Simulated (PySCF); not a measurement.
Molecule: SMILES Cn1cnnc1, C₃H₅N₃.

Molfile (atoms numbered from 1):
```
C3H5N3
     RDKit          3D

 11 11  0  0  0  0  0  0  0  0999 V2000
   -1.4248    0.1722   -0.0270 C   0  0  0  0  0  0  0  0  0  0  0  0
    0.0065    0.0079    0.0087 N   0  0  0  0  0  0  0  0  0  0  0  0
    0.9519    0.7246   -0.6623 C   0  0  0  0  0  0  0  0  0  0  0  0
    2.1466    0.2645   -0.4036 N   0  0  0  0  0  0  0  0  0  0  0  0
    2.0061   -0.7809    0.4521 N   0  0  0  0  0  0  0  0  0  0  0  0
    0.7304   -0.9257    0.6889 C   0  0  0  0  0  0  0  0  0  0  0  0
   -1.6861    1.2378    0.0324 H   0  0  0  0  0  0  0  0  0  0  0  0
   -1.8548   -0.2502   -0.9479 H   0  0  0  0  0  0  0  0  0  0  0  0
   -1.8709   -0.3393    0.8356 H   0  0  0  0  0  0  0  0  0  0  0  0
    0.7160    1.5639   -1.3158 H   0  0  0  0  0  0  0  0  0  0  0  0
    0.2792   -1.6748    1.3389 H   0  0  0  0  0  0  0  0  0  0  0  0
  1  2  1  0
  2  3  1  0
  3  4  2  0
  4  5  1  0
  5  6  2  0
  6  2  1  0
  1  7  1  0
  1  8  1  0
  1  9  1  0
  3 10  1  0
  6 11  1  0
M  END
```

Geometry PBE0-D3(BJ)/def2-SVP throughout; GIAO in PySCF 2.14.0 with density-fitted response routines, gas phase, one conformer, non-relativistic; equivalent atoms averaged; functional PBE0.

Question: How do the absolute shieldings σ depend on the basis set? (ppm; last column core-seconds on shared hosts with different chips, so compare them loosely)

Answer: 
```tsv
basis set	functions	C3/C6	C1	N4/N5	N2	H10/H11	H7/H8/H9	core-s
STO-3G	35	119.1	198.0	32.5	195.1	25.39	29.47	2
6-31G	64	62.0	169.3	-80.6	99.7	24.77	28.77	3.8
pcSseg-0	64	37.3	160.1	-126.4	85.7	24.97	28.87	4.1
6-31G*	94	59.4	164.5	-65.3	103.7	24.44	28.49	5.5
def2-SVP	109	55.5	165.1	-79.8	98.8	23.93	28.01	6.1
cc-pVDZ	109	57.4	167.1	-75.8	99.7	23.66	27.86	8.3
pcSseg-1	127	38.4	154.2	-110.2	80.2	23.50	27.70	10
aug-cc-pVDZ	183	54.5	165.7	-75.9	99.7	23.44	27.73	16
6-311+G(2d,p)	192	42.6	156.9	-100.1	82.5	23.64	27.97	14
def2-TZVP	216	41.8	156.5	-104.8	81.9	23.61	27.94	17
cc-pVTZ	250	43.3	157.2	-102.0	84.1	23.45	27.73	25
IGLO-III	260	35.3	153.0	-112.6	76.8	23.52	27.79	25
pcSseg-2	286	34.3	152.8	-115.6	76.1	23.36	27.67	54
```

Question: Which nucleus moves most, in ppm?

Answer: N4/N5 (pyridine-type nitrogen of an azole): from -126.4 ppm with pcSseg-0 to 32.5 ppm with STO-3G. The smallest spread is 1.80 ppm, at H7/H8/H9. Proton shifts span only some 12 ppm, so a few tenths of a ppm matter as much there as several ppm in carbon.

Question: Taking the largest basis, pcSseg-2 (286 functions), as the yardstick, rank the others by their worst heavy-atom deviation.

Answer: IGLO-III 3.0 ppm (260 functions), pcSseg-1 5.3 ppm (127 functions), def2-TZVP 10.8 ppm (216 functions), pcSseg-0 10.8 ppm (64 functions), cc-pVTZ 13.6 ppm (250 functions), 6-311+G(2d,p) 15.5 ppm (192 functions), 6-31G 35.0 ppm (64 functions), def2-SVP 35.7 ppm (109 functions), aug-cc-pVDZ 39.7 ppm (183 functions), cc-pVDZ 39.7 ppm (109 functions), 6-31G* 50.2 ppm (94 functions), STO-3G 148.1 ppm (35 functions).

A small basis that lands close on one nucleus may do so by chance; judge by the trend and by all nuclei.
